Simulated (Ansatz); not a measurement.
**Relaxing ReRh₂**

Method: Ansatz, DFT PBE, scalar-relativistic, plane waves, PAW. Cutoff 420 eV, Γ-centred k mesh, Gaussian smearing, no spin polarisation in the final step.

The start puts ReRh₂ on the sites of a reported Li2Pt cell (P6/mmm, No. 191), with Re in place of Pt, Rh in place of Li, at a guessed volume.

```xyz
3
Lattice="4.1890 0.0000 0.0000 -2.0945 3.6278 0.0000 0.0000 0.0000 2.6629" Properties=species:S:1:pos:R:3 pbc="T T T"
Re    0.0000    0.0000    0.0000
Rh    0.0000    2.4185    1.3315
Rh    2.0945    1.2093    1.3315
```

Cell and atoms relax at zero pressure; the relaxation can't lower the symmetry of the start. After a coarse first stage the cell is made exact in the group found at 0.06 Å.

Formation energies are uncorrected and refer to the elements' standard structures at the same level.

(1) What does it relax into?

(2) What are its volume, energy, density and gap?

Results:

(1) It keeps P6/mmm (No. 191). Conventional cell: a = 4.317 Å, c = 2.676 Å. Around Re lie 2 Re at 2.68 Å and 12 Rh at 2.83 Å; around Rh lie 3 Rh at 2.49 Å, 2 Rh at 2.68 Å and 6 Re at 2.83 Å.

```cif
data_structure
_symmetry_space_group_name_H-M 'P6/mmm'
_symmetry_Int_Tables_number 191
_cell_length_a 4.3173
_cell_length_b 4.3173
_cell_length_c 2.6760
_cell_angle_alpha 90.000
_cell_angle_beta 90.000
_cell_angle_gamma 120.000
_cell_volume 43.20
loop_
_atom_site_label
_atom_site_type_symbol
_atom_site_symmetry_multiplicity
_atom_site_Wyckoff_symbol
_atom_site_fract_x
_atom_site_fract_y
_atom_site_fract_z
_atom_site_occupancy
Re1 Re 1 a 0.00000 0.00000 0.00000 1
Rh1 Rh 2 d 0.33333 0.66667 0.50000 1
```

(2) The volume per atom is 14.40 Å³, the density is 15.07 g/cm³ and the energy over the elements is 0.11 eV/atom. The gap on the 12×12×18 mesh is 0 eV (a metal).

The final run used a 12×12×18 mesh on its 3-atom cell and 0.10 eV smearing. The k mesh leaves about 4 meV/atom of noise in metals. Spin–orbit coupling is left out. Symmetry constrained the relaxation, so the result can be a saddle point. The steps took of the order of 29 core-seconds in all.

Cost: 3 runs of about 0.49 core-minutes in all, on Intel Xeon 6975P-C (Granite Rapids) (shared hosts).